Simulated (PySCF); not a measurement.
**Two-dimensional NMR puzzle**

Compound of formula C4H3N. Correlations simulated from computed shifts and couplings:

HSQC (one-bond C–H):
```tsv
δH	δC	1J(C,H) (Hz)
1.99	5.0	141
```

HMBC (two and three bonds, |J| ≥ 2.5 Hz):
```tsv
δH	δC [abs. J in Hz]
1.99	83.3 [11.9], 60.6 [6.1]
```

Carbons without hydrogens: δ 110.8, 83.3, 60.6.

Computational details: σ from GIAO-B97-2/pcSseg-2, structure optimised with PBE0-D3(BJ)/def2-SVP, spin–spin couplings from B3LYP/pcJ-1, in PySCF (a single conformation, gas phase, averaged over atoms made equivalent by symmetry, fast rotation or ring inversion, non-relativistic).

Referencing at the same level of theory: 1H (31.36 ppm) and 13C (183.46 ppm) against TMS.

Exchangeable hydrogens are left out of these lists, and C,H couplings along chains are those of one rotamer, so weak HMBC peaks may be missing or extra.

Work out the connectivity.

## Answers

`CC#CC#N`.

Mapped SMILES: `[CH3:1][C:2]#[C:3][C:4]#[N:5]`. Each H is labelled by its parent atom.

1. δC 110.8 is C4, a nitrile carbon.
2. δC 83.3 is C2, an alkyne carbon.
3. δC 60.6 is C3, an alkyne carbon.
4. δC 5.0 is C1, a propargylic methyl carbon (δH 1.99).
5. HMBC from δH 1.99 reaches the proton-free carbons C2, C3.

Shifts are as computed. Against solution values, carbons near 30 ppm lie about +4 ppm off and those near 130 ppm about +7 ppm. Of 1211 compounds with measured shifts, 218 miss one by over three times the rms of a fit or turn the order of signals round; such compounds aren't used in these exercises.
